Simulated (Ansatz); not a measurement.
Relaxation of AlClH2O (5 atoms, charge 0, multiplicity 1), to a largest force component of 0.02 eV/Å in at most 40 steps.

All numbers below come from RKS B3LYP/def2-SVP (Ansatz).

```xyz
5
Properties=species:S:1:pos:R:3
Al 0.000 0.000 0.000
O 0.000 0.000 1.780
H -0.909 -0.281 2.117
H 1.351 0.000 -0.780
Cl -1.931 0.000 -1.115
```

Where does it end, and by what steps?

It converged. After 7 steps the energy has fallen by 0.276 eV; O2 moved furthest, 0.19 Å.

| step | energy less start (eV) | largest force component (eV/Å) | accepted |
| --- | --- | --- | --- |
| 0 | 0.0000 | 1.932 | yes |
| 1 | -0.0525 | 2.982 | yes |
| 2 | -0.0688 | 2.953 | yes |
| 3 | -0.2143 | 0.719 | yes |
| 4 | -0.2676 | 0.534 | yes |
| 5 | -0.2755 | 0.081 | yes |
| 6 | -0.2758 | 0.041 | yes |
| 7 | -0.2759 | 0.010 | yes |

```xyz
5
Properties=species:S:1:pos:R:3
Al -0.053 -0.025 -0.030
O -0.077 -0.122 1.662
H -0.840 -0.176 2.244
H 1.334 0.053 -0.745
Cl -1.855 -0.011 -1.129
```

Whether the end is a true minimum wasn't checked by a vibrational analysis.

The run took 13 s on 1 thread of Arm Neoverse V2 (shared host), peak memory 0.12 GiB.
